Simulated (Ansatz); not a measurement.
Born–Oppenheimer molecular dynamics of BFH₄O (7 atoms, charge 0, multiplicity 1). It starts at the highest image of a converged band, a first-order saddle point between two minima.

The calculation used RKS CAM-B3LYP/cc-pVDZ in Ansatz 0.2.0.

- ensemble: NVE (velocity Verlet)
- time step: 0.5 fs
- steps asked: 200
- starting velocities drawn for: 300 K
- seed: 9604

First frame:

```xyz
7
Properties=species:S:1:pos:R:3
B 0.029 0.074 0.123
O 0.009 -0.014 1.627
H -0.850 -0.320 1.950
H 1.115 -0.141 -0.339
H -0.994 -0.258 -0.414
F -0.051 1.738 0.354
H -0.044 1.242 1.349
```

Task: How far do the bonds stretch over the last three quarters of this one trajectory? (Pairs bonded in most of those frames.)

Result: 
```csv
bond,mean (Å),spread (Å),shortest,longest
B1–O2,1.373,0.037,1.33,1.48
B1–H4,1.206,0.019,1.18,1.24
B1–H5,1.210,0.014,1.18,1.24
O2–H3,0.967,0.004,0.96,0.97
F6–H7,0.939,0.020,0.91,0.99
```

Mean temperature of the second half: 643 K. The conserved energy stayed within 0.076 meV per atom of its start (net change 0.0077 meV per atom), so the integration is sound. The kinetic energy rose, since the run started high on the potential surface and went downhill. It ends in pieces (BH3O + FH), so much of that is their flight and rotation, not heat. A run of 0.1 ps of so small a system gives no equilibrium averages. The orbitals stay closed-shell, which can raise the energy where a bond breaks towards radicals; this wasn't checked here.

The run took 4.3 min on 1 thread of Arm Neoverse V2, with other jobs on the host, peak memory 0.11 GiB.
